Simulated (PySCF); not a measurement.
A PySCF run on CH

State: ²Π (doublet), unpaired electrons π ↑.

An equivalent input (the run itself took its basis sets from the Basis Set Exchange, started from a PBE0 density and held the occupation σ 3α 3β, πy 1α 0β):

```python
from pyscf import gto, dft
mol = gto.M(atom='H 0 0 0; C 0 0 1.125', basis={'H': 'def2-TZVPP', 'C': 'def2-TZVPP'},
            charge=0, spin=1, verbose=4, symmetry='C2v')
mf = dft.UKS(mol, xc='LDA,VWN')
mf.grids.atom_grid = (80, 434)
mf.grids.prune = dft.gen_grid.treutler_prune
mf.irrep_nelec = {'A1': (3, 3), 'B2': (1, 0)}
mf.conv_tol = 1e-9
mf.max_cycle = 60
mf.diis_space = 10
mf.kernel()
```

The log (some set-up lines and the per-cycle HOMO/LUMO lines removed):

```
******** <class 'pyscf.dft.uks_symm.SymAdaptedUKS'> ********
method = SymAdaptedUKS
damping factor = 0
level_shift factor = 0
DIIS = <class 'pyscf.scf.diis.CDIIS'>
diis_start_cycle = 1
diis_space = 10
diis_damp = 0
SCF conv_tol = 1e-09
SCF conv_tol_grad = None
SCF max_cycles = 60
number electrons alpha = 4  beta = 3
Set gradient conv threshold to 3.16228e-05
init E= -38.0895014013279
cycle= 1 E= -38.0925563777231  delta_E= -0.00305  |g|= 0.0202  |ddm|= 0.0903
cycle= 2 E= -38.0925973809713  delta_E= -4.1e-05  |g|= 0.00687  |ddm|= 0.0198
cycle= 3 E= -38.0926130607506  delta_E= -1.57e-05  |g|= 0.00382  |ddm|= 0.0119
cycle= 4 E= -38.0926221607547  delta_E= -9.1e-06  |g|= 0.000323  |ddm|= 0.00506
cycle= 5 E= -38.0926222452166  delta_E= -8.45e-08  |g|= 4.4e-05  |ddm|= 0.000601
cycle= 6 E= -38.0926222468564  delta_E= -1.64e-09  |g|= 8.2e-06  |ddm|= 7.45e-05
cycle= 7 E= -38.0926222469171  delta_E= -6.07e-11  |g|= 7.85e-07  |ddm|= 1.63e-05
Extra cycle  E= -38.0926222469178  delta_E= -7.25e-13  |g|= 2.06e-07  |ddm|= 1.49e-06
converged SCF energy = -38.0926222469178  <S^2> = 0.75196078  2S+1 = 2.0019598
```

Repeating this along the bond gives Re = 1.141 Å and ωe = 2717 cm⁻¹.

A point of this curve took 0.28 CPU seconds beside 0.04 for the integrals (shared host).

The state was picked by a PBE0 search and need not be the measured ground state.
